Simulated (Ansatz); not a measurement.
A calculation with Ansatz (development build ahead of 0.2.0).

```yaml
crystal:
  periodic: [false, false, false]
  atoms:
    - { symbol: C, position_ang: [0.00033, -0.40646, -0.09543] }
    - { symbol: O, position_ang: [0.00024, -0.36221, 1.1015] }
    - { symbol: O, position_ang: [0.00045, 0.65452, -0.89984] }
    - { symbol: H, position_ang: [-0.00062, -1.33633, -0.69979] }
    - { symbol: H, position_ang: [-0.00038, 1.44271, -0.33408] }
basis:
  gaussian: { orbitals: cc-pVTZ }
hamiltonian:
  xc: hf
correlation:
  method: mp2
  frozen_orbitals: { C: 1, H: 0, O: 1 }
```

The input is written out in the form of the current development build from the run's settings.

Output:

```json
{"Converged": "yes", "Reference energy": "-188.84136 hartree", "Correlation energy": "-0.62938 hartree", "Total energy": "-189.47073 hartree", "Spin squared of the determinant": "0.000"}
```
